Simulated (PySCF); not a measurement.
Compound: 4-chlorobutanal, C₄H₇ClO.
Geometry (GFN2-xTB, Å), atoms numbered from 1 in this order:
```xyz
13
C4H7ClO angstrom
O     -1.6210    1.4840    0.1037
C     -1.6368    0.3846    0.5808
C     -0.7009   -0.7367    0.2380
C      0.3662   -0.3396   -0.7800
C      1.3973    0.6062   -0.1867
Cl     2.3122   -0.1917    1.1256
H     -2.3901    0.1048    1.3443
H     -1.3057   -1.5648   -0.1406
H     -0.2307   -1.0831    1.1623
H     -0.1098    0.1742   -1.6180
H      0.8647   -1.2337   -1.1572
H      2.1285    0.9107   -0.9349
H      0.9217    1.4854    0.2449
```

Computed, not measured: PySCF, TDDFT B3LYP/def2-SVPD, vertical, gas phase, core orbitals frozen in the response.

Task: Predict the UV-vis stick spectrum at this level.

Result: 

```csv
state,λ (nm),E (eV),f,|μ| (D),"main configurations (H = HOMO, L = LUMO)"
S1,283.7,4.37,0.0001,0.09,H→L (98%)
S2,197.7,6.27,0.0008,0.19,H-1→L (99%)
S3,195.0,6.36,0.0018,0.28,H-2→L (99%)
S4,179.7,6.90,0.016,0.79,"H→L+1 (66%), H→L+2 (30%)"
S5,176.6,7.02,0.0047,0.42,"H→L+2 (64%), H→L+1 (29%)"
S6,169.0,7.34,0.0019,0.26,"H-1→L+1 (49%), H-1→L+2 (37%)"
S7,166.9,7.43,0.014,0.70,"H-2→L+1 (45%), H-2→L+2 (41%)"
S8,163.5,7.58,0.032,1.05,H→L+3 (83%)
```

Triplets (Tamm–Dancoff): T1 3.78 eV, H→L (97%); T2 6.03 eV, H-1→L (40%), H-4→L (34%), H-6→L (15%); T3 6.33 eV, H-2→L (97%).

The lowest singlet comes at 284 nm (422 kJ/mol) in the ultraviolet; it is dark (f under 0.0005); its leading configuration is HOMO→LUMO (98%). The most intense listed level is S8 at 7.58 eV (163 nm, f = 0.032), 3.21 eV above S1. It is the last of those listed, so stronger ones may follow. S1 has the pattern of n→π* at C=O. The oscillator strengths of these states sum to 0.071; summed over the whole spectrum of an exact calculation they would give the number of electrons, 56 (Thomas–Reiche–Kuhn). The listed states span 3.21 eV, and the widest gap between neighbours is 1.90 eV (S1 to S2). Orbital energies (eV): HOMO-3 -10.11, HOMO-2 -8.35, HOMO-1 -8.27, HOMO -7.49, LUMO -1.23, LUMO+1 0.29, LUMO+2 0.33. Only the lowest 8 singlets were computed, as vertical energies without vibronic structure.

One conformer stands for the species.
